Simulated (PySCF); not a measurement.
# A diatomic session: NaN+

The task here is to estimate one member of a computed series from the others.

Method: Na 6-31G(d,p), N 6-31G(d,p), no relativity; program: PySCF 2.14.0.

Set-up of the first run:

A driver script around PySCF takes these settings:

* atoms: Na, N
* charge: 1
* basis: Na 6-31G(d,p), N 6-31G(d,p)
* Hamiltonian: no relativity
* basis functions: 32
* electrons treated: 17
* masses in u: 22.9898, 14.0031
* levels: PBE0, PBE, r²SCAN, r²SCANh, M06-2X, PBEsol, HSE06, HF, MP2, SCS-MP2, CCSD, CCSD(T)
* grid: 80 radial by 434 angular points
* occupations: held fixed by the projection of orbital angular momentum
* dissociation limit: Na+ + N, each in its ground configuration
* starting distance in angstrom: 2.330
* values of 2S to try: 1, 3

Command:

```console
$ OMP_NUM_THREADS=1 python dia.py task.json out
```

Among the steps run: The job; First curve: PBE0; Other states along the same grid; PBE (GGA); r²SCAN (meta-GGA); r²SCANh; M06-2X (hybrid meta-GGA); PBEsol; HSE06 (range-separated hybrid); UHF; MP2 and coupled cluster.

One of the session's tables, all rows but one given; the rest of the session is left out.

Energy (eV) from each level's lowest point:

```
R (Å)    UHF  UHF-MP2  UHF-SCS-MP2  UHF-CCSD  UHF-CCSD(T)
2.313  0.095    0.100        0.100       n/a          n/a
2.421  0.043    0.045        0.045     0.044        0.044
2.529  0.015    0.015        0.015     0.015        0.014
2.609  0.004    0.004        0.004     0.004        0.004
2.690  0.000    0.000        0.000     0.000        0.000
2.771  0.000    0.000        0.000     0.001        0.001
2.878      ?        ?            ?         ?            ?
3.013  0.012    0.016        0.015     0.017        0.018
3.174  0.024    0.031        0.030     0.033        0.034
3.389  0.040    0.050        0.049       n/a          n/a
```

Estimate the missing values for R (Å) = 2.878.

Worked estimate for «UHF». A straight line through the neighbours (2.771, 0.000) and (3.013, 0.012) gives 0.000 + (0.012 − 0.000) × (2.878 − 2.771) / (3.013 − 2.771) = 0.005; a parabola fitted to 4 rows on both sides gives 0.004.

The run gave: UHF: 0.004; UHF-MP2: 0.005; UHF-SCS-MP2: 0.005; UHF-CCSD: 0.006; UHF-CCSD(T): 0.007. In «UHF» the line misses by +0.001 and the parabola by 0.000.

To keep in mind: The bond is weak, and basis-set superposition, which was not computed, may be a sizeable part of it.
